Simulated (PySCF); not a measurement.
# Carbon: a sound run and one with changed settings

Sound run: C [He] 2s2 2p2, C⁺ [He] 2s2 2p1. Calculation: PySCF 2.14, in def2-SVP (3s2p1d, 14 functions); no relativity, point nucleus. The sound run starts from symmetry-adapted Hartree-Fock orbitals and uses a fine grid where one is needed.

Changed run: 6 angular points. This setting is unsound on purpose.

```csv
species,method,sound run (hartree),changed run (hartree),converged
C,UHF,-37.64523,-37.64523,yes
C,M06-L,-37.80179,-37.84235,no
C,B3LYP,-37.81406,-37.83443,yes
C⁺,UHF,-37.24419,-37.24419,yes
C⁺,M06-L,-37.37990,-37.46727,no
C⁺,B3LYP,-37.38787,-37.41188,yes
```

Ionisation energy of C:

```tsv
method	sound run (eV)	changed run (eV)
UHF	10.913	10.913
B3LYP	11.597	11.498
```

A coarse angular grid integrates products of high-l functions wrongly, so density functionals can shift, and the SCF can exploit the error; Hartree-Fock and MP2 need no grid.

For comparison, NIST gives 11.260 eV between the lowest levels.
